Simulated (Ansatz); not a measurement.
Compare A (`CCCC(C)(C)CC`) with its isomer B (`CCC(C)(C)C(C)C`).

Computed with Ansatz on PBE0-D4/def2-TZVP structures; ΔE is electronic, products minus reactants. CBS: MP2 limit from def2 TZ/QZ plus the TZ coupled-cluster correction, frozen cores. Functionals use def2-TZVPP. B3LYP here is the variant with VWN-RPA as its local correlation; programs differ in this. One conformer a species, not always the lowest.

A:

```xyz
26

C     0.244   -2.345    2.031
C    -0.345   -1.117    1.356
C     0.262   -0.874   -0.017
C    -0.276    0.327   -0.809
C     0.509    0.420   -2.116
C    -1.750    0.120   -1.150
C    -0.149    1.639   -0.019
C     1.244    1.991    0.475
H     1.326   -2.242    2.159
H    -0.193   -2.512    3.018
H     0.069   -3.244    1.433
H    -0.184   -0.242    1.996
H    -1.429   -1.236    1.272
H     0.117   -1.773   -0.630
H     1.347   -0.767    0.094
H     1.581    0.536   -1.938
H     0.172    1.270   -2.716
H     0.372   -0.486   -2.712
H    -1.898   -0.812   -1.703
H    -2.373    0.084   -0.254
H    -2.118    0.940   -1.774
H    -0.832    1.600    0.836
H    -0.521    2.449   -0.657
H     1.960    2.076   -0.346
H     1.234    2.951    0.997
H     1.630    1.245    1.174
```

B:

```xyz
26

C    -0.7513    2.3237    0.4419
C    -0.9566    0.9109    0.9629
C     0.1017   -0.1322    0.5598
C     1.4402    0.2520    1.1926
C    -0.3371   -1.4736    1.1442
C     0.2543   -0.1998   -0.9822
C     1.2810   -1.2258   -1.4500
C    -1.0597   -0.4363   -1.7174
H    -1.5211    2.9909    0.8368
H     0.2168    2.7319    0.7412
H    -0.8086    2.3726   -0.6479
H    -0.9841    0.9372    2.0583
H    -1.9444    0.5531    0.6550
H     1.8628    1.1506    0.7360
H     1.3141    0.4463    2.2616
H     2.1771   -0.5471    1.0933
H    -1.3016   -1.7956    0.7442
H    -0.4452   -1.3914    2.2295
H     0.3929   -2.2618    0.9481
H     0.6284    0.7846   -1.2903
H     1.4077   -1.1598   -2.5336
H     2.2621   -1.0727   -0.9979
H     0.9605   -2.2466   -1.2251
H    -1.4965   -1.4042   -1.4563
H    -1.8035    0.3341   -1.5075
H    -0.8899   -0.4409   -2.7971
```

(1) Which isomer does CCSD(T)/CBS put lower? Give the gap. (Best estimate.)

(2) Give E(B) − E(A) in kcal/mol with CCSD(T)/def2-TZVPP, B3LYP-D4, LDA (SPW92), HF/def2-TZVPP, PBE0-D4, ωB97M-V, B3LYP. (Best estimate.)

Largest T1 diagnostic: 0.009.

Results:

(1) The calculation gave: A, by 0.7 kcal/mol.

(2) The calculation gave: CCSD(T)/def2-TZVPP 0.7, B3LYP-D4 1.3, LDA (SPW92) 0.1, HF/def2-TZVPP 3.8, PBE0-D4 1.2, ωB97M-V 0.8, B3LYP 2.9. None reverses the order clearly.

The D4 term adds −1.6 kcal/mol with B3LYP and −0.9 kcal/mol with PBE0; it sums over pairs of atoms, weighted by their polarisabilities, and B3LYP, whose exchange is more repulsive, gets the larger term. In def2-TZVPP, CCSD(T) changes the Hartree–Fock value by −3.2 kcal/mol (the triples alone add −0.5 kcal/mol) and MP2 by −3.6 kcal/mol.
